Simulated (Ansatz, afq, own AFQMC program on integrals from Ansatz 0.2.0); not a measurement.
## GeNH$_{3}$, singlet in cc-pVDZ, levels against CCSDT(Q)

```
atom   x (Å)    y (Å)    z (Å)
  Ge  0.0000  -0.0318   0.4110
   N  0.0000   0.0458  -1.8267
   H  0.0000   1.5644   0.5405
   H  0.0000   0.8838  -2.3855
   H  0.0000  -0.7910  -2.3877
```

Connectivity, by distances: GeH–NH2.

Basis cc-pVDZ. Noble-gas cores (and the filled d shells of Ga–Kr and In–Xe) are frozen. Ansatz 0.2.0 and our own AFQMC program on the same integrals; the CISD trial comes from CCSD amplitudes, and released means the phaseless constraint is let go. Uncertainties: one standard error, sampling alone. No spin–orbit coupling.

Determinant: RHF, the one that the program's search chose, which needn't be the lowest solution. The geometry is a point of a scan.

No full CI on the walks' own integrals is used here; CCSDT(Q) serves as the reference and is uncertain by about the last step of the cluster series.

Cautions: no relativity below Rb; no spin-orbit coupling; inner d shell frozen; higher spins were not checked; strong correlation (T1 0.040, weight of the determinant 0.84, largest double 0.08).

* T1 diagnostic: 0.0399
* weight of the determinant in the CISD state: 0.837
* size of the correlated space: 12 electrons in 41 orbitals

| level | correlation energy (eV) |
| --- | --- |
| MP2 | -7.2062 |
| CCSD | -7.9856 |
| CCSD(T) | -8.2960 |

Q: Estimate where phaseless AFQMC with a CISD trial lies against CCSD(T) on the same integrals.

A: 2.22 ± 0.92 mEh below CCSD(T).

Reference: CCSDT(Q), correlation energy -8.377 eV. The released energy is read at 2.40 1/Eh (meV from the phaseless value at times in 1/Eh: 9 ± 25 at 0.24, 1 ± 23 at 0.51, -35 ± 20 at 0.99, -42 ± 24 at 1.62, 15 ± 46 at 2.40).

```
         level  E − E(reference) (mEh)  share of correlation (%)
       CCSD(T)                    2.98                     99.03
         CCSDT                    1.76                     99.43
 ph-AFQMC/CISD             0.76 ± 0.92                     99.75
released AFQMC             1.30 ± 1.71                     99.58
```

A walk keeps the symmetry of its determinant, which the program's search chose and which needn't be the lowest solution, so a lower state of the same spin and another symmetry isn't excluded. Released energies are given only where the last usable release times agree within the noise; a slower fall can still hide under it.
